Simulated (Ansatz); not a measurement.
Rhombohedral A7 Sb was calculated with PBEsol+SOC (Ansatz, a first-principles code, plane waves, PAW).

Numerical settings: plane-wave cutoff 520 eV, 18×18×18 k mesh, Fermi–Dirac smearing 0.077 eV (set by the program), PAW data made under PBE.

Computed at the level's own relaxed cell.

Q: Predict the elastic constant C12, elastic constant C11, Young modulus, elastic constant C33, polycrystal shear modulus (Hill average), elastic constant C13, elastic constant C44 and elastic constant C66.

A: 
- elastic constant C12: 27.2 GPa
- elastic constant C11: 95.5 GPa
- Young modulus: 67.5 GPa
- elastic constant C33: 50.4 GPa
- polycrystal shear modulus (Hill average): 27.3 GPa
- elastic constant C13: 26.8 GPa
- elastic constant C44: 37.8 GPa
- elastic constant C66: 34.2 GPa

Note: the cell comes from a level without a dispersion term, which matters for the spacing of layers, chains or molecules.

Elastic constants are with the ions relaxed.

Static lattice: no zero-point or thermal effects.

Computing time: roughly 2.6 core-hours.
